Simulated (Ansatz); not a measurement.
System: black phosphorus. Method: LC-ωPBE (plane waves, PAW; Ansatz, a first-principles code).

Run with plane-wave cutoff 460 eV, 8×8×6 k mesh (along the axes of the cell as run), Fermi–Dirac smearing 0.01 eV, scalar-relativistic PAW data made under PBE.

Computed at the level's own relaxed cell.

```xyz
4
Lattice="1.6362 -5.4260 0.0000 1.6362 5.4260 0.0000 0.0000 0.0000 4.4539" Properties=species:S:1:pos:R:3 pbc="T T T"
P      1.6362     4.3957     4.0618
P      1.6362     1.0303     1.8349
P      1.6362    -1.0303     2.6190
P      1.6362    -4.3957     0.3920
```

Q: List the 12 lowest band energies at Γ above −25 eV (eV, relative to the valence band maximum), grouping those that round alike.

A: At Γ: -20.16, -16.53, -12.53, -9.08, -6.92, -6.13, -5.34, -3.81, -3.26, -1.65, 5.50, 6.00.

Note: the run warned that its exchange threshold was loose for the stress; the cell comes from a level without a dispersion term, which matters for the spacing of layers, chains or molecules.
